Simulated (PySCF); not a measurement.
Gas-phase reaction: vinylsilane + SiH4 = 2 H2CSiH2 + H2

Computed with PySCF (xtb for GFN2) and rigid-rotor harmonic-oscillator thermochemistry at 1 bar. † marks an energy on the PBE0/def2-TZVP geometry and frequencies; other levels use their own. 6-31G* has spherical d functions here. All species are closed-shell singlets. H2CSiH2: computed as isolated molecules; such fragments, hydroxides, amides, oligomers or adducts are transient or little studied in the gas. The harmonic model lacks anharmonicity and excited electronic states, which grow with temperature; levels with a mode under 35 cm⁻¹ are left out. Internal rotation in vinylsilane is treated as a harmonic vibration of one conformer, which makes the entropy rough.

```tsv
level	ΔE electronic, kJ	ΔH°(298 K), kJ	ΔS°(298 K), J/K	ΔG°(1600 K), kJ
GFN2-xTB	343	326	133	102
HF/6-31G*	357	342	129	120
M06-2X/def2-TZVP†	280	267	130	47
PBE/def2-SVP	275	262	131	40
PBE/def2-TZVP†	259	246	130	25
PBE0/def2-QZVP†	283	270	130	49
r2SCAN/def2-TZVP†	273	260	130	39
ωB97X-V/def2-TZVP†	305	292	130	71
```
ΔH° is lowest at PBE/def2-TZVP† and highest at HF/6-31G*. No reference value is set beside these.
